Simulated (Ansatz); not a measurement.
Input file:

```yaml
crystal:
  periodic: [false, false, false]
  atoms:
    - {symbol: Ge, position_ang: [0.000000, -0.030265, 0.000000]}
    - {symbol: H, position_ang: [0.000000, 1.090584, -1.133489]}
    - {symbol: H, position_ang: [0.000000, 1.090579, 1.133493]}
basis:
  gaussian: {orbitals: cc-pVDZ}
correlation: {method: sc_nevpt2, electrons: outside_noble_gas, active_space: {window: {electrons: 2, orbitals: 2}}}
scf: {omitted_lower_state_checks: [cluster_reference]}
magnetization: {spin_polarized: true, initial_magnetization: 0}
```

```sh
$ ansatz run in.yaml --threads 1 --pin off --events-out ev --progress --plain --max-ram 2393MiB
```

One thing in this input was set wrong on purpose, beside settings that are merely unusual. What is the gravest fault, and what does the program do?

Active space on unrestricted orbitals. How the run ends: refused.
```
Error: invalid value for `correlation.active_space`: it starts from restricted Hartree–Fock orbitals; set hamiltonian.xc: hf without magnetization.spin_polarized
```
